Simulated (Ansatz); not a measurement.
CH5MgN (`[CH3][Mg][NH2]`). Charge 0, multiplicity 1. The structure was optimised at the PBE0-D4/def2-TZVP level. It is one conformer, not always the lowest.

```xyz
8

C     0.973    0.752   -1.242
Mg   -0.186   -0.142    0.236
N    -1.239   -0.957    1.580
H     0.366    1.081   -2.091
H     1.504    1.632   -0.864
H     1.729    0.065   -1.634
H    -1.926   -0.502    2.164
H    -1.222   -1.929    1.852
```

Task: What is the dipole moment at PBE/def2-TZVPP? (An estimate is asked.)

Result: Computed: 0.27 D, with components (-0.15, -0.12, 0.19) D in this frame, pointing from negative to positive charge.

Task: And with r2SCAN, B3LYP, ωB97M-V? (Best estimate.)

Result: Ansatz gave: r2SCAN 0.34 D, B3LYP 0.29 D, ωB97M-V 0.33 D.

Task: Give the Mulliken charges with PBE, r2SCAN, ωB97M-V in def2-TZVPP. (An estimate is asked.)

Result: Ansatz gave: 
```csv
atom,PBE,r2SCAN,ωB97M-V
C1,-0.65,-0.64,-0.74
Mg2,0.64,0.78,0.72
N3,-0.61,-0.70,-0.58
H4,0.11,0.09,0.13
H5,0.11,0.09,0.13
H6,0.11,0.09,0.13
H7,0.14,0.15,0.11
H8,0.14,0.15,0.11
```

B3LYP here is the variant with VWN-RPA as its local correlation; programs differ in this.
